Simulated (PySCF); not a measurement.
Species: C5H7N.
Atom-mapped SMILES: `[CH3:1][c:2]1[cH:3][cH:4][cH:5][nH:6]1` (hydrogens: H7, H8, H9 on C1; H10 on C3; H11 on C4; H12 on C5; H13 on N6)

Computed by this run: PySCF, PBE/def2-SVP geometry optimisation, gas phase; density fitting, grid level 1; the optimiser is geomeTRIC in internal coordinates, started from a GFN2-xTB structure.

Step 0: E = -6775.2811 eV
```
atom  x, y, z in Å  |  force x, y, z in eV/Å
C1      1.7801   -0.5129    1.1068   -0.537   0.169  -0.263
C2      0.5363   -0.1683    0.3650    0.965  -0.237   0.675
C3      0.1750   -0.3901   -0.9379   -0.088  -0.085  -0.419
C4     -1.1177    0.1448   -1.1194    0.020  -0.137  -0.448
C5     -1.5055    0.6760    0.0775   -0.524   0.304   0.241
N6     -0.4975    0.4818    0.9709   -0.002   0.065   0.224
H7      2.2651    0.3851    1.4924    0.419   0.493   0.279
H8      2.4734   -1.0234    0.4446    0.477  -0.317  -0.341
H9      1.5612   -1.1675    1.9517   -0.002  -0.437   0.557
H10     0.7682   -0.8817   -1.6839    0.547  -0.414  -0.566
H11    -1.6881    0.1372   -2.0271   -0.515   0.016  -0.728
H12    -2.4133    1.1715    0.3594   -0.751   0.415   0.244
H13    -0.5100    0.7711    1.9345   -0.009   0.166   0.545
```

Step 1: E = -6775.4016 eV
```
atom  x, y, z in Å  |  force x, y, z in eV/Å
C1      1.7928   -0.5161    1.1154    0.072  -0.013   0.071
C2      0.5462   -0.1707    0.3726   -0.072   0.033  -0.001
C3      0.1731   -0.3928   -0.9510    0.104  -0.079  -0.110
C4     -1.1342    0.1468   -1.1389   -0.085  -0.004  -0.146
C5     -1.5343    0.6874    0.0741   -0.055   0.046   0.077
N6     -0.5092    0.4872    0.9739    0.002   0.024   0.090
H7      2.3100    0.3854    1.5133    0.011  -0.023  -0.006
H8      2.5033   -1.0377    0.4461   -0.013   0.010   0.014
H9      1.5953   -1.1882    1.9803    0.024   0.003  -0.013
H10     0.7918   -0.8973   -1.7040   -0.013   0.014   0.022
H11    -1.7233    0.1419   -2.0640    0.014  -0.002   0.021
H12    -2.4598    1.1954    0.3674    0.012  -0.005   0.003
H13    -0.5247    0.7821    1.9496   -0.001  -0.005  -0.022
```

Task: Estimate the geometry and energy of step 2. (The exact step hangs on the optimiser's Hessian estimate; all steps are aligned on step 1, rigid shifts and turns removed.)

Result: E = -6775.4022 eV, largest force 0.085 eV/Å
```
atom  x, y, z in Å  |  force x, y, z in eV/Å
C1      1.7939   -0.5165    1.1163   -0.002   0.008   0.024
C2      0.5431   -0.1685    0.3746    0.036  -0.014   0.000
C3      0.1740   -0.3930   -0.9518   -0.001   0.005   0.018
C4     -1.1357    0.1464   -1.1422    0.011   0.005   0.030
C5     -1.5352    0.6875    0.0736   -0.059   0.029   0.012
N6     -0.5123    0.4897    0.9773    0.018  -0.034  -0.076
H7      2.3163    0.3819    1.5132    0.002  -0.001  -0.004
H8      2.5006   -1.0377    0.4437   -0.002   0.000  -0.005
H9      1.6018   -1.1905    1.9803    0.002  -0.001  -0.004
H10     0.7948   -0.8972   -1.7021    0.001   0.002   0.007
H11    -1.7242    0.1410   -2.0669   -0.001   0.001   0.006
H12    -2.4607    1.1953    0.3663   -0.005   0.001   0.000
H13    -0.5291    0.7853    1.9523   -0.001  -0.002  -0.007
```

The energy changes by -0.0006 eV. The first-order estimate −F·Δx gives -0.0018 eV and the mean of the old and new forces, exact on a quadratic surface, -0.0006 eV. The step makes an angle of 68° with the force vector and moves no atom by more than 0.007 Å.

What follows is the cost of the whole optimisation. Hardware: an Arm Neoverse N1 with one thread, shared host with 64 logical CPUs at a one-minute load of 59. Cost: 48 s of wall time, 0.53 GiB resident at most.
